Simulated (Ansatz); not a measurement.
System: bcc Fe. Method: PBEsol in Ansatz (plane waves, PAW).

Settings: plane-wave cutoff 520 eV, 26×26×26 k mesh, Fermi–Dirac smearing 0.05 eV, spin-polarised with parallel moments, scalar-relativistic PAW data made under PBE.

Response to compression and expansion:

```json
[
 {"V (Å³/atom)": "10.153", "P (GPa)": "16.50", "moment (μB per cell of 1 atoms)": "1.98"},
 {"V (Å³/atom)": "10.369", "P (GPa)": "10.58", "moment (μB per cell of 1 atoms)": "2.02"},
 {"V (Å³/atom)": "10.585", "P (GPa)": "5.39", "moment (μB per cell of 1 atoms)": "2.06"},
 {"V (Å³/atom)": "10.801", "P (GPa)": "0.64", "moment (μB per cell of 1 atoms)": "2.10"},
 {"V (Å³/atom)": "11.017", "P (GPa)": "-3.72", "moment (μB per cell of 1 atoms)": "2.13"},
 {"V (Å³/atom)": "11.233", "P (GPa)": "-7.65", "moment (μB per cell of 1 atoms)": "2.15"},
 {"V (Å³/atom)": "11.449", "P (GPa)": "-11.12", "moment (μB per cell of 1 atoms)": "2.18"}
]
```

Ansatz is a quantum-chemistry and plane-wave program.
